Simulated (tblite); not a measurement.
Species: C3H5FO2.
Structure used (GFN2-xTB), in Å, numbered top down from 1:
```
atom  x, y, z in Å
C1    -1.4915   -0.4571   -0.0724
O2    -0.6064    0.4588   -0.6862
C3     0.5000    0.8059    0.0887
C4     1.5134   -0.2949    0.2507
O5     1.5115   -1.4144   -0.1095
F6     2.5822    0.1828    0.9621
H7    -1.0151   -1.4235    0.1090
H8    -2.3153   -0.5855   -0.7703
H9    -1.8734   -0.0566    0.8740
H10    0.2097    1.1417    1.1001
H11    0.9904    1.6453   -0.4173
```

Method: GFN2-xTB as coded in tblite; computed harmonic values from a numerical Hessian at the method's own geometry, unscaled. This tight-binding method is rough: wavenumbers can miss measured ones by several per cent, in bad cases by 10 to 20. One conformer, not necessarily the lowest.

Harmonic wavenumbers (cm⁻¹): 62.8, 119.0, 174.5, 249.8, 355.7, 468.7, 502.7, 625.2, 861.1, 932.0, 972.6, 999.6, 1116.4, 1134.7, 1144.5, 1232.5, 1297.8, 1390.5, 1404.2, 1465.9, 1478.8, 1887.0, 2827.7, 2919.0, 2944.4, 2969.6, 3043.6.

A = 7698, B = 2319, C = 1958 MHz; mass 92.027 u (most abundant isotopes); point group C1, symmetry number 1.

Problem. What is the zero-point energy?

Solution. ½Σν̃ = 17290 cm⁻¹ = 49.44 kcal/mol.

Problem. Give the ideal-gas entropy at 400 K and 1 bar in the rigid-rotor, harmonic-oscillator model (classical rotation).

Solution. Translation 40.96, rotation 27.50, vibration 20.75: S = 89.2 cal/(mol K).

Problem. And Cp and H(400 K) − H(0)?

Solution. Cp = 29.14 cal/(mol K), of which vibrations give 21.19 (their classical limit is 27 R = 53.7); H(400 K) − H(0) = 7.51 kcal/mol without the zero-point energy, 4.33 from vibrations.

Problem. Blend soft modes into free rotors: weight 1/[1 + (100 cm⁻¹/ν̃)⁴] for the oscillator and the rest for a rotor with moment μB/(μ + B), μ = h/(8π²ν), B = 10⁻⁴⁴ kg m². What vibrational entropy results?

Solution. 19.32 cal/(mol K) in place of 20.75, which changes −T·S at 400 K by +0.57 kcal/mol.

Problem. Which modes carry the vibrational entropy at 400 K?

Solution. 62.8 cm⁻¹: 4.95; 119.0 cm⁻¹: 3.69; 174.5 cm⁻¹: 2.95; 249.8 cm⁻¹: 2.27; 355.7 cm⁻¹: 1.63; 468.7 cm⁻¹: 1.17 cal/(mol K); the other 21 give 4.10 together.

Problem. What must be added to the electronic energy to get the Gibbs energy at 400 K and 1 bar?

Solution. ZPE + [H(400 K) − H(0)] − T·S = 49.44 + 7.51 − 35.68 = 21.27 kcal/mol.

Problem. How do the functions run with temperature in this model?

Solution. 
```json
{"T (K)": "50", "S (cal/(mol K))": "53.4", "Cp (cal/(mol K))": "10.7", "H − H(0) (kcal/mol)": "0.45", "G − H(0) (kcal/mol)": "-2.22", "ln q(vib)": "0.22"}
{"T (K)": "100", "S (cal/(mol K))": "61.8", "Cp (cal/(mol K))": "13.8", "H − H(0) (kcal/mol)": "1.07", "G − H(0) (kcal/mol)": "-5.12", "ln q(vib)": "0.84"}
{"T (K)": "298.15", "S (cal/(mol K))": "81.4", "Cp (cal/(mol K))": "23.9", "H − H(0) (kcal/mol)": "4.80", "G − H(0) (kcal/mol)": "-19.48", "ln q(vib)": "3.61"}
{"T (K)": "373.15", "S (cal/(mol K))": "87.2", "Cp (cal/(mol K))": "27.8", "H − H(0) (kcal/mol)": "6.74", "G − H(0) (kcal/mol)": "-25.81", "ln q(vib)": "4.63"}
{"T (K)": "500", "S (cal/(mol K))": "96.2", "Cp (cal/(mol K))": "33.7", "H − H(0) (kcal/mol)": "10.65", "G − H(0) (kcal/mol)": "-37.45", "ln q(vib)": "6.35"}
{"T (K)": "750", "S (cal/(mol K))": "111.6", "Cp (cal/(mol K))": "42.1", "H − H(0) (kcal/mol)": "20.21", "G − H(0) (kcal/mol)": "-63.49", "ln q(vib)": "9.63"}
{"T (K)": "1000", "S (cal/(mol K))": "124.5", "Cp (cal/(mol K))": "47.6", "H − H(0) (kcal/mol)": "31.47", "G − H(0) (kcal/mol)": "-93.04", "ln q(vib)": "12.71"}
```

q(vib) and H(0) count from the zero-point level.

Hindered rotation and anharmonicity are outside this model. Other conformers, if any are populated, would add a mixing term that is left out. The structure is chiral; the term R ln 2 for an equal mix with its mirror image is left out.

Hardware: one thread, Arm Neoverse V1, shared host. The figure is for the frequency step alone.
